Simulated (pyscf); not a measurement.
Insertion: `[AsH2][In]` [singlet] + `[OH2]` → `[OH][InH][AsH2]`

Gas phase, singlet surface, charge 0. Bonds broken: O5–H6. Bonds formed: In1–O5, In1–H6. Optimised with ωB97X-D3(BJ)/def2-SVP in PySCF. MP2 and CC: frozen core, UHF for open shells. ΔMP2 is the change of the MP2 total energy from the triple- to the quadruple-zeta basis.

Transition state (Å):

```xyz
7

In     0.0195    -0.1154     0.7355
As     0.7506     1.3507    -1.2542
H      2.1735     1.4217    -0.7217
H      1.0296     0.0833    -2.0498
O     -1.5320    -1.5871     0.3832
H     -0.9891    -1.1437     1.7564
H     -2.4415    -1.4669     0.0682
```

One imaginary mode, 1384i cm⁻¹; descent along it reached the two sides named, in the forms told below.

| bond | change | reactant side (Å) | saddle | product side |
|---|---|---|---|---|
| O5–H6 | breaks | 0.965 | 1.542 | 3.1 |
| In1–O5 | forms | 2.7 | 2.167 | 2.000 |
| In1–H6 | forms | 3.4 | 1.766 | 1.717 |

Electronic energies relative to the separated reactants (kcal/mol):

| level | barrier | reaction energy | reverse barrier |
|---|---|---|---|
| ωB97X-D3(BJ)/def2-TZVP | 42.9 | -6.6 | 49.5 |
| PBE/def2-TZVP | 32.8 | -2.3 | 35.1 |
| r²SCAN/def2-TZVP | 33.3 | -6.6 | 39.9 |
| B3LYP-D3(BJ)/def2-TZVP | 40.7 | -0.3 | 40.9 |
| PBE0-D3(BJ)/def2-TZVP | 39.0 | -3.3 | 42.3 |
| M06-2X/def2-TZVP | 41.9 | -4.6 | 46.4 |
| ωB97M-D3(BJ)/def2-TZVP | 42.9 | -3.8 | 46.7 |
| HF/def2-TZVP | 61.4 | -0.4 | 61.9 |
| MP2/def2-QZVPP | 41.3 | -2.5 | 43.8 |
| CCSD/def2-TZVPP | 47.1 | -2.0 | 49.1 |
| CCSD(T)/def2-TZVPP | 42.5 | -3.3 | 45.8 |
| CCSD(T)/def2-TZVPP + ΔMP2(QZVPP) | 42.0 | -2.8 | 44.8 |

With CCSD(T)/def2-TZVPP + ΔMP2(QZVPP) energies and thermal terms (ideal gas, 1 atm, RRHO with modes under 100 cm⁻¹ raised to 100, one conformer, R ln 2 for chiral ones without a mode under 150 cm⁻¹), in kcal/mol:

```tsv
T (K)	ΔH‡	ΔG‡	ΔH	ΔG
298	39.0	48.6	-4.3	+5.5
600	39.6	58.2	-3.4	+15.2
900	40.5	67.3	-2.0	+24.2
1200	41.5	76.1	-0.5	+32.7
```

On the reactant side the descent ends in a bound adduct, 10.0 kcal/mol under the separated species and 52.8 kcal/mol under the saddle at ωB97X-D3(BJ)/def2-TZVP. One saddle was located; it need not be the lowest between these sides. The CCSD(T) − MP2 part came from Ansatz, without density fitting, on the same reference. The frozen core leaves the outer d or s,p core shells of the metals and heavy elements correlated in the MP2 and CC values, and def2-TZVPP describes them poorly, which can shift differences by a few kcal/mol. Elements up to Kr have no core potential and no relativistic terms here. Elements past Kr carry the def2 core potentials, without spin-orbit coupling.
